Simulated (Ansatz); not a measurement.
Run this with the Ansatz DFT code, driven from Python and show what comes out.

The script, `c4h7o2.py`:
```python
import ansatz as az
from rdkit import Chem
from rdkit.Chem import AllChem

params = {
    "basis": "def2-SVP",
    "xc": "pbe0",
    "net_charge": -1,
}

rd = Chem.AddHs(Chem.MolFromSmiles("C=C([O-])COC"))
ids = list(AllChem.EmbedMultipleConfs(rd, numConfs=20, randomSeed=263, pruneRmsThresh=0.4))
field = [energy for _, energy in AllChem.MMFFOptimizeMoleculeConfs(rd)]
distinct = {round(e, 2): i for i, e in zip(ids, field)}
chosen = sorted(distinct.items())[:4]
found = []
for force_field, index in chosen:
    mol = az.Crystal.molecule()
    for atom, xyz in zip(rd.GetAtoms(), rd.GetConformer(index).GetPositions()):
        mol = mol.atom(atom.GetSymbol(), xyz.round(5).tolist())
    calc = (
        mol.calculation()
        .basis(gaussian=params["basis"])
        .functional(params["xc"])
        .charge(params["net_charge"])
    )
    found.append(calc.run(threads=1, backend="cpu").report["free_energy_ev"])
print("conformer   MMFF (kcal/mol)   this level (kJ/mol)")
for (force_field, index), e in zip(chosen, found):
    print(f"{index:9d} {force_field - chosen[0][0]:17.2f} {96.485332 * (e - min(found)):17.3f}")
```

```console
$ python c4h7o2.py
conformer   MMFF (kcal/mol)   this level (kJ/mol)
        6              0.00             2.394
        3              2.29             1.584
        4              4.50             0.000
```

Notes:
- The conformers keep their force-field geometries.
- Anions want diffuse functions, which this basis lacks.
- It ran for 15 s on 1 thread of Arm Neoverse V1 (shared host), peak memory 0.34 GiB.
